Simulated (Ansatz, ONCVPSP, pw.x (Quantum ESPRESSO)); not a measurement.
Pt: one change to the ONCV potential, in the atom and in the fcc crystal

```json
{"Element": "Pt", "Generator": "ONCVPSP 4.0.1.1 (patched build)", "Type": "optimised norm-conserving Vanderbilt (ONCV)", "Functional": "PBE", "Relativity": "scalar-relativistic", "Frozen core": "[Kr] 4d10 4f14", "Valence charge": "18", "Reference configuration": "5s2 5p6 5d9 6s1", "Partial waves": "5s+6s: rc 1.75 bohr, ncon 4, nbas 7, qcut 7.9 1/bohr, 3 projectors, debl 2.2 Ha; 5p: rc 1.60 bohr, ncon 3, nbas 7, qcut 7.3 1/bohr, 3 projectors, debl 3.2 Ha; 5d: rc 1.35 bohr, ncon 4, nbas 8, qcut 6.7 1/bohr, 2 projectors, debl 1.6 Ha", "Local potential": "polynomial inside 1.20 bohr (lpopt 5, dvloc0 0 Ha)", "Core correction": "Teter function fitted to the true core (icmod 2), fcfact 0.25"}
```

Change: local potential polynomial inside 0.72 bohr (lpopt 5, dvloc0 0 Ha).

Cutoffs, loose and tight: the cutoffs (Ha) at which the residual kinetic energy of the hardest occupied pseudo-wave falls to 1 and 0.1 mHa per electron. They do not see the model core or the augmentation charge, which bear on the density cutoff. Test errors are all-electron minus pseudo excitation energies from the reference, over the configurations 5s2 5p6 5d9 6s0; 5s2 5p6 5d8 6s0; 5s2 5p6 5d7 6s0; 5s2 5p6 5d9.5 6s0.5; variants that change the core or the reference have their own tests.

Crystal test: fcc Pt in pw.x 7.5, no spin, 14³ k-points, Fermi–Dirac smearing 0.01 Ry, cutoffs set for each file from its atomic test. The reference is all-electron LAPW (Ansatz 0.2.0) with the same functional, mesh and smearing; V0 and B0 come from Birch–Murnaghan fits to the pressures at five volumes. Errors are pseudo minus all-electron; Δ is the rms difference of the E(V) curves that follow from these fits, minima aligned, over ±6 % about the mean V0. Mesh and smearing are coarse, so the numbers serve the comparison and aren't converged zero-temperature values; the lattice is a test structure that the element need not adopt.

All-electron: a0 = 3.973 Å (V0 = 15.67 Å³/atom), B0 = 245.3 GPa.

Question: Does the change bring the crystal closer to the all-electron result?

Answer: The mean pressure error goes from -2.36 to -3.50 GPa, so the change moves the solid further from the all-electron pressures.

| quantity | base | changed |
| --- | --- | --- |
| outcome (atom) | generated | generated |
| cutoff, loose (atom) | 20 Ha | 20 Ha |
| cutoff, tight (atom) | 24 Ha | 24 Ha |
| bound ghosts (atom) | none | s |
| largest test error (meV) (atom) | -11 | -11 |
| cutoffs in pw.x (Ry) | 60/240 | 60/240 |
| a0 (Å) | 3.960 | 3.954 |
| a0 error (%) | -0.32 | -0.47 |
| B0 error (%) | +1.3 | +1.5 |
| Δ (meV/atom) | 8.1 | 12.1 |
| mean pressure error (GPa) | -2.36 | -3.50 |

Changed file: Note: ghosts flagged at negative energy: s at -240.8 eV; GHOST(+) flagged for p at 192.5 eV, d at 298.5 eV. A true bound ghost makes a file unfit for plane-wave use.
